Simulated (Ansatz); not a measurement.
Antiferromagnetic bcc Cr

The numbers are results of r²SCAN+rVV10 (PAW; Ansatz, a program for electronic structure), not measurements.

Run with plane-wave cutoff 560 eV, 20×20×20 k mesh, Fermi–Dirac smearing 0.05 eV, spin-polarised with opposed moments, scalar-relativistic PAW data made under PBE.

Cell: relaxed at this level.

```json
{
 "equilibrium_volume_per_atom": "12.77 Å³/atom",
 "bulk modulus B0": "113 GPa",
 "band_gap": "none",
 "magnetic moment (largest site, within a sphere)": "2.44 μB",
 "lattice_parameter_a": "2.945 Å"
}
```

Measured, for comparison: equilibrium volume per atom 11.91 Å³/atom, lattice constant a 2.877 Å (corrected for temperature and zero-point phonon effects; as tabulated in Levämäki et al. (2014), arXiv:1402.3671); bulk modulus 194 GPa (corrected for temperature and zero-point phonon effects, our sources range from 174 to 205; as tabulated in Levämäki et al. (2014), arXiv:1402.3671). Computed (rounded) less measured: equilibrium volume per atom +7.2 %, bulk modulus not scored (sources differ), lattice constant a +2.4 %.

Note: the commensurate order stands in for chromium's spin-density wave, and the size of the moments varies much between levels; the collinear magnetic order is the start's and need not be the measured one.

Moments are spin moments.

The computed numbers hold no vibrational or temperature effects.
